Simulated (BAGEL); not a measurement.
**SiNH4S (SMILES N[SiH2][S]) at UHF/6-31G(d) (density fitting with qzvpp-jkfit, spherical functions)**

What is the vertical ionisation energy of SiNH4S at UHF/6-31G* (density fitting with qzvpp-jkfit, spherical functions)? 

The calculation is run with BAGEL 1.2.2.

## (1) The system as given

SiNH4S has 7 atoms, charge 0, and is taken as a doublet. SMILES: `N[SiH2][S]`. The shape is that of a PBE0-D4/def2-TZVP optimisation. This is one conformer, not always the lowest.

Bond lengths: N1–Si2 1.724 Å, Si2–S3 2.123 Å, N1–H4 1.009 Å, N1–H5 1.009 Å, Si2–H6 1.483 Å, Si2–H7 1.483 Å. Angles: N1–Si2–S3 104.9°, N1–Si2–H6 108.6°, N1–Si2–H7 108.6°, S3–Si2–H6 112.0°, S3–Si2–H7 112.0°, Si2–N1–H4 119.1°, Si2–N1–H5 119.1°, H6–Si2–H7 110.4°, H4–N1–H5 110.8°.

## (2) The energy at UHF/6-31G(d) (density fitting with qzvpp-jkfit, spherical functions)

File calc.json:

```json
{ "bagel" : [

{
  "title" : "molecule",
  "basis" : "6-31gs.json",
  "df_basis" : "qzvpp-jkfit",
  "angstrom" : "true",
  "geometry" : [
    { "atom" : "N", "xyz" : [   -0.745300,    0.024700,   -0.769600 ] },
    { "atom" : "Si", "xyz" : [    0.651700,   -0.008000,    0.239500 ] },
    { "atom" : "S", "xyz" : [   -0.104200,   -0.184300,    2.215000 ] },
    { "atom" : "H", "xyz" : [   -1.342400,    0.837600,   -0.753400 ] },
    { "atom" : "H", "xyz" : [   -1.289700,   -0.817300,   -0.880200 ] },
    { "atom" : "H", "xyz" : [    1.406500,    1.253500,    0.044800 ] },
    { "atom" : "H", "xyz" : [    1.484600,   -1.174200,   -0.141800 ] }
  ]
},
{
  "title" : "uhf",
  "nopen" : 1
},
{
  "title" : "print",
  "file" : "orbitals.molden",
  "orbitals" : "true"
}

]}
```

The basis set 6-31G* is read from a file made from the Basis Set Exchange's data (not shown).

Command:

```
$ BAGEL_NUM_THREADS=1 BAGEL calc.json > calc.out
```

The log of the run:

```text
* using 1 threads per process

  ===============================================================
  ===============================================================

  *** Geometry ***

  { "atom" : "N", "xyz" : [     -1.408413,      0.046676,     -1.454333 ] },
  { "atom" : "Si", "xyz" : [      1.231535,     -0.015118,      0.452589 ] },
  { "atom" : "S", "xyz" : [     -0.196909,     -0.348277,      4.185743 ] },
  { "atom" : "H", "xyz" : [     -2.536768,      1.582835,     -1.423720 ] },
  { "atom" : "H", "xyz" : [     -2.437180,     -1.544473,     -1.663337 ] },
  { "atom" : "H", "xyz" : [      2.657900,      2.368772,      0.084660 ] },
  { "atom" : "H", "xyz" : [      2.805487,     -2.218916,     -0.267963 ] },

  Number of auxiliary basis functions:      405

  Since a DF basis is specified, we compute 2- and 3-index integrals:
    o Being stored without compression. Storage requirement is 0.011 GB

  Number of basis functions:       58
  Number of electrons      :       41

    * METHOD: MOLECULE                             0.15

  *** Open-shell HF ***

  === Nuclear Repulsion ===
   143.5444204891

      * DIIS with orbital gradients will be used.

  === UHF iteration (6-31gs.json) ===
      0       -743.04286778          0.04687325           0.06
      1       -743.17443620          0.02580890           0.06
      2       -743.20830021          0.01501915           0.06
      3       -743.22313563          0.00141007           0.06
      4       -743.22369639          0.00030163           0.06
      5       -743.22374083          0.00009527           0.06
      6       -743.22375425          0.00001909           0.06
      7       -743.22375734          0.00000628           0.06
      8       -743.22375833          0.00000267           0.06
      9       -743.22375860          0.00000092           0.06
     10       -743.22375864          0.00000038           0.06
     11       -743.22375864          0.00000022           0.06
     12       -743.22375864          0.00000019           0.06
     13       -743.22375864          0.00000019           0.06
     14       -743.22375864          0.00000019           0.06
     15       -743.22375864          0.00000019           0.06
     16       -743.22375864          0.00000016           0.06
     17       -743.22375864          0.00000012           0.06
     18       -743.22375864          0.00000009           0.06
     19       -743.22375864          0.00000007           0.05
     20       -743.22375864          0.00000002           0.06
     21       -743.22375864          0.00000001           0.06
    * SCF iteration converged.

    * S^2 (UHF) is 0.7571

    * Permanent dipole moment:
           (    0.189656,    -0.029583,     0.459762) a.u.

    * METHOD: UHF                                  1.37

    * METHOD: PRINT                                0.01

  ===============================================================
```

It took 1.6 s on 1 thread of Arm Neoverse V1, shared host.

## (3) The singlet cation, same level

File input.json:

```json
{ "bagel": [

{
  "title": "molecule",
  "basis": "6-31gs.json",
  "df_basis": "qzvpp-jkfit",
  "angstrom": true,
  "geometry": [
    { "atom": "N", "xyz": [      -0.745300,       0.024700,      -0.769600 ] },
    { "atom": "Si", "xyz": [       0.651700,      -0.008000,       0.239500 ] },
    { "atom": "S", "xyz": [      -0.104200,      -0.184300,       2.215000 ] },
    { "atom": "H", "xyz": [      -1.342400,       0.837600,      -0.753400 ] },
    { "atom": "H", "xyz": [      -1.289700,      -0.817300,      -0.880200 ] },
    { "atom": "H", "xyz": [       1.406500,       1.253500,       0.044800 ] },
    { "atom": "H", "xyz": [       1.484600,      -1.174200,      -0.141800 ] }
  ]
},

{ "title": "hf", "charge": 1 },

{ "title": "print", "file": "orbitals.molden", "orbitals": true }

]}
```

The basis set 6-31G* is read from a file made from the Basis Set Exchange's data (not shown).

Command:

```
$ BAGEL_NUM_THREADS=1 BAGEL input.json > input.out
```

The log of the run:

```text
* using 1 threads per process

  ===============================================================
  ===============================================================

  *** Geometry ***

  { "atom" : "N", "xyz" : [     -1.408413,      0.046676,     -1.454333 ] },
  { "atom" : "Si", "xyz" : [      1.231535,     -0.015118,      0.452589 ] },
  { "atom" : "S", "xyz" : [     -0.196909,     -0.348277,      4.185743 ] },
  { "atom" : "H", "xyz" : [     -2.536768,      1.582835,     -1.423720 ] },
  { "atom" : "H", "xyz" : [     -2.437180,     -1.544473,     -1.663337 ] },
  { "atom" : "H", "xyz" : [      2.657900,      2.368772,      0.084660 ] },
  { "atom" : "H", "xyz" : [      2.805487,     -2.218916,     -0.267963 ] },

  Number of auxiliary basis functions:      405

  Since a DF basis is specified, we compute 2- and 3-index integrals:
    o Being stored without compression. Storage requirement is 0.011 GB

  Number of basis functions:       58
  Number of electrons      :       41

    * METHOD: MOLECULE                             0.15

  *** RHF ***

  === Nuclear Repulsion ===
   143.5444204891

      * DIIS with orbital gradients will be used.

  === RHF iteration (6-31gs.json) ===
      0       -742.62425401          0.02435780           0.03
      1       -742.76788052          0.01419650           0.03
      2       -742.82169542          0.00220546           0.03
      3       -742.82528364          0.00066512           0.03
      4       -742.82569953          0.00025290           0.03
      5       -742.82577469          0.00005540           0.03
      6       -742.82577785          0.00001012           0.03
      7       -742.82577794          0.00000279           0.03
      8       -742.82577795          0.00000092           0.03
      9       -742.82577795          0.00000035           0.03
     10       -742.82577795          0.00000023           0.03
     11       -742.82577795          0.00000019           0.03
     12       -742.82577795          0.00000019           0.03
     13       -742.82577795          0.00000019           0.03
     14       -742.82577795          0.00000019           0.03
     15       -742.82577795          0.00000019           0.03
     16       -742.82577795          0.00000018           0.03
     17       -742.82577795          0.00000016           0.03
     18       -742.82577795          0.00000011           0.03
     19       -742.82577795          0.00000007           0.03
     20       -742.82577795          0.00000005           0.03
     21       -742.82577795          0.00000003           0.03
     22       -742.82577795          0.00000001           0.03
     23       -742.82577795          0.00000001           0.03
    * SCF iteration converged.

    * Permanent dipole moment:
           (    0.066825,     0.081926,    -1.040562) a.u.

    * METHOD: HF                                   0.78

    * METHOD: PRINT                                0.01

  ===============================================================
```

Run time: 1.1 s. Hardware: 1 thread of Arm Neoverse V1, shared host.

## (4) Results

Level: UHF/6-31G* (density fitting with qzvpp-jkfit, spherical functions).

```
                                          quantity          value
                      doublet SiNH4S: total energy  -743.22376 Eh
                     doublet SiNH4S: dipole moment         1.27 D
                              doublet SiNH4S: ⟨S²⟩          0.757
                      singlet cation: total energy  -742.82578 Eh
                       singlet cation: HOMO energy      -15.98 eV
                       singlet cation: LUMO energy       -9.54 eV
                     singlet cation: HOMO–LUMO gap        6.44 eV
vertical ionisation energy (to the singlet cation)      10.830 eV
```

What this shows: Removing an electron at fixed nuclei costs 10.83 eV (1045 kJ/mol). Only the singlet of the ionised species was computed; a triplet could lie lower.
